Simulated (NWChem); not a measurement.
System: ammonia (NH$_{3}$); SMILES N

Output (shortened):

```
             Northwest Computational Chemistry Package (NWChem) 7.3.0
             --------------------------------------------------------

                             Geometry "geometry" -> ""
                             -------------------------

 Output coordinates in angstroms (scale by  1.889725989 to convert to a.u.)

  No.       Tag          Charge          X              Y              Z
 ---- ---------------- ---------- -------------- -------------- --------------
    1 N                    7.0000     0.00000000     0.00000000     0.13885200
    2 H                    1.0000     0.66176100     0.66176100    -0.26638400
    3 H                    1.0000     0.24222100    -0.90398200    -0.26638400
    4 H                    1.0000    -0.90398200     0.24222100    -0.26638400

 Effective nuclear repulsion energy (a.u.)      11.8759166753

                              NWChem Property Module
                              ----------------------

                                 NWChem DFT Module
                                 -----------------

 Summary of "ao basis" -> "ao basis" (spherical)
 ------------------------------------------------------------------------------
       Tag                 Description            Shells   Functions and Types
 ---------------- ------------------------------  ------  ---------------------
 N                           sto-3g                  3        5   2s1p
 H                           sto-3g                  1        1   1s

            General Information
            -------------------
          SCF calculation type: DFT
          Wavefunction type:  closed shell.
          No. of atoms     :     4
          No. of electrons :    10
           Alpha electrons :     5
            Beta electrons :     5
          Charge           :     0
          Spin multiplicity:     1
          Use of symmetry is: off; symmetry adaption is: off
          Maximum number of iterations: 150
          AO basis - number of functions:     8
                     number of shells:     6
          Convergence on energy requested:  1.00D-06
          Convergence on density requested:  1.00D-05
          Convergence on gradient requested:  5.00D-04

              XC Information
              --------------
                         B3LYP Method XC Potential
                     Hartree-Fock (Exact) Exchange  0.200
                        Slater Exchange Functional  0.800 local
                    Becke 1988 Exchange Functional  0.720 non-local
              Lee-Yang-Parr Correlation Functional  0.810
                  VWN I RPA Correlation Functional  0.190 local

             Grid Information
             ----------------
          Grid used for XC integration:  medium
          Radial quadrature: Mura-Knowles
          Angular quadrature: Lebedev.
          Tag              B.-S. Rad. Rad. Pts. Rad. Cut. Ang. Pts.
          ---              ---------- --------- --------- ---------
          N                   0.65       49           5.0       434
          H                   0.35       45           6.0       434
          Grid pruning is: on
          Number of quadrature shells:   184
          Spatial weights used:  Erf1

      Superposition of Atomic Density Guess
      -------------------------------------

 Sum of atomic energies:         -55.01595943

      Non-variational initial energy
      ------------------------------

 Total energy =     -55.106653
 1-e energy   =     -98.331896
 2-e energy   =      31.349326
 HOMO         =      -0.212371
 LUMO         =       0.553336

   convergence    iter        energy       DeltaE   RMS-Dens  Diis-err
 ---------------- ----- ----------------- --------- --------- ---------
 d= 0,ls=0.0,diis     1    -55.7744370620 -6.77D+01  5.24D-02  9.74D-02
 d= 0,ls=0.0,diis     2    -55.7814175580 -6.98D-03  2.44D-02  3.82D-02
 d= 0,ls=0.0,diis     3    -55.7872161330 -5.80D-03  2.41D-03  5.25D-04
 d= 0,ls=0.0,diis     4    -55.7872945611 -7.84D-05  1.51D-04  2.84D-07
 d= 0,ls=0.0,diis     5    -55.7872946275 -6.64D-08  6.32D-07  7.86D-12

         Total DFT energy =      -55.787294627519
      One electron energy =      -98.925830584447
           Coulomb energy =       39.345228660978
    Exchange-Corr. energy =       -8.082609379399
 Nuclear repulsion energy =       11.875916675348

 Numeric. integr. density =       10.000000760108

                       DFT Final Molecular Orbital Analysis
                       ------------------------------------

 Vector    3  Occ=2.000000D+00  E=-4.047542D-01
              MO Center=  1.5D-01,  1.5D-01, -4.7D-02, r^2= 9.7D-01
   Bfn.  Coefficient  Atom+Function         Bfn.  Coefficient  Atom+Function
  ----- ------------  ---------------      ----- ------------  ---------------
     6      0.495892  2 H  s                  4      0.422530  1 N  py
     3      0.420156  1 N  px                 7     -0.249156  3 H  s
     8     -0.246736  4 H  s

 Vector    4  Occ=2.000000D+00  E=-4.047541D-01
              MO Center= -1.5D-01, -1.5D-01, -4.7D-02, r^2= 9.7D-01
   Bfn.  Coefficient  Atom+Function         Bfn.  Coefficient  Atom+Function
  ----- ------------  ---------------      ----- ------------  ---------------
     7      0.428756  3 H  s                  8     -0.430154  4 H  s
     3      0.422530  1 N  px                 4     -0.420156  1 N  py

 Vector    5  Occ=2.000000D+00  E=-1.475959D-01
              MO Center=  5.0D-09,  4.9D-09,  3.5D-01, r^2= 5.7D-01
   Bfn.  Coefficient  Atom+Function         Bfn.  Coefficient  Atom+Function
  ----- ------------  ---------------      ----- ------------  ---------------
     5      0.870710  1 N  pz                 2      0.507301  1 N  s
     6     -0.124980  2 H  s                  7     -0.124980  3 H  s
     8     -0.124980  4 H  s                  1     -0.105514  1 N  s

 Vector    6  Occ=0.000000D+00  E= 3.866173D-01
              MO Center=  2.1D-06,  2.0D-06, -2.7D-01, r^2= 1.4D+00
   Bfn.  Coefficient  Atom+Function         Bfn.  Coefficient  Atom+Function
  ----- ------------  ---------------      ----- ------------  ---------------
     2      1.238005  1 N  s                  6     -0.711089  2 H  s
     7     -0.711085  3 H  s                  8     -0.711085  4 H  s
     5     -0.596125  1 N  pz                 1     -0.183557  1 N  s

 Vector    7  Occ=0.000000D+00  E= 4.563257D-01
              MO Center=  1.9D-01,  1.9D-01, -8.9D-02, r^2= 1.1D+00
   Bfn.  Coefficient  Atom+Function         Bfn.  Coefficient  Atom+Function
  ----- ------------  ---------------      ----- ------------  ---------------
     6      0.990346  2 H  s                  3     -0.737062  1 N  px
     4     -0.738612  1 N  py                 7     -0.496077  3 H  s
     8     -0.494275  4 H  s

 Vector    8  Occ=0.000000D+00  E= 4.563258D-01
              MO Center= -1.9D-01, -1.9D-01, -8.9D-02, r^2= 1.1D+00
   Bfn.  Coefficient  Atom+Function         Bfn.  Coefficient  Atom+Function
  ----- ------------  ---------------      ----- ------------  ---------------
     7      0.857147  3 H  s                  8     -0.858187  4 H  s
     3     -0.738612  1 N  px                 4      0.737062  1 N  py

     Multipole analysis of the density
     ---------------------------------

     L   x y z        total         alpha         beta         nuclear
     -   - - -        -----         -----         ----         -------
     0   0 0 0     -0.000000     -5.000000     -5.000000     10.000000

     1   1 0 0     -0.000000     -0.000000     -0.000000      0.000000
     1   0 1 0     -0.000000     -0.000000     -0.000000      0.000000
     1   0 0 1     -0.734944     -0.530756     -0.530756      0.326567

     2   2 0 0     -4.390353     -4.540977     -4.540977      4.691600
     2   1 1 0      0.000001     -0.000001     -0.000001      0.000003
     2   1 0 1      0.000000      0.000000      0.000000     -0.000000
     2   0 2 0     -4.390353     -4.540977     -4.540977      4.691600
     2   0 1 1      0.000000      0.000000      0.000000     -0.000000
     2   0 0 2     -5.727258     -3.484709     -3.484709      1.242161

 *** CALLING NEW AORESP DRIVER FOR CLOSED AND OPEN SHELLS ***
 Entering AOResponse driver routine

--------------------------------------------------------------------------------

          -----------------------------------------------
          Solving response equations for perturbing field
          -----------------------------------------------

 number of frequencies:     1
 frequency in a.u.:  0.7730000E-01
 Perturbing field: electric
 Using El. Dipole Length Gauge

 Setting up CPKS with frequency omega =      0.07730000 a.u.

                            NWChem Dynamic CPHF Module
                            --------------------------

    scftype = RHF
    nclosed =    5
      nopen =    0
  variables =       30
  num. vecs =        3
  tolerance =   1.0D-04
  max. iter =   50

 SCF residual:    8.1971036050672950E-008

Iterative solution of linear equations
  No. of variables       30
  No. of equations        3
  Maximum subspace       30
       Convergence  1.0D-04

   iter   nsub   residual    time
   ----  ------  --------  ---------
     1      3    1.20D+00       0.2
     2      6    7.43D-02       0.3
     3      9    2.74D-03       0.4
     4     12    7.83D-05       0.4

[...]

 DFT Linear Response polarizability / au
 Frequency  =       0.0773000 / au
 Wavelength =     589.4353558 / nm
              X              Y              Z
 -----------------------------------------------
 X       5.3395613      0.0000033     -0.0000000
 Y       0.0000033      5.3395613     -0.0000000
 Z      -0.0000000     -0.0000000      1.2847001
 -----------------------------------------------
 Eigenvalues =       5.3395580      5.3395646      1.2847001
 Isotropic   =       3.9879409
 Anisotropic =       4.0548612
 -----------------------------------------------

 Magnetic Dipole Response Matrix (nonzero elements):

 Exiting AOResponse driver routine
```

Level: B3LYP/STO-3G. STO-3G and 3-21G are far too small for this property and stand as cheap habits. Structure relaxed at the PBE0/def2-SVP level. B3LYP is NWChem's, with the RPA form of VWN correlation.

Question: Reconstruct the input file.

Answer: One answer among several that fit: the input that was run:
```
start job
memory heap 200 mb stack 900 mb global 1100 mb
geometry units angstroms noautosym nocenter noautoz
  N      0.000000     0.000000     0.138852
  H      0.661761     0.661761    -0.266384
  H      0.242221    -0.903982    -0.266384
  H     -0.903982     0.242221    -0.266384
end
basis spherical
  * library sto-3g
end
dft
  xc b3lyp
  iterations 150
end
property
  response 1 0.0773
end
task dft property
```
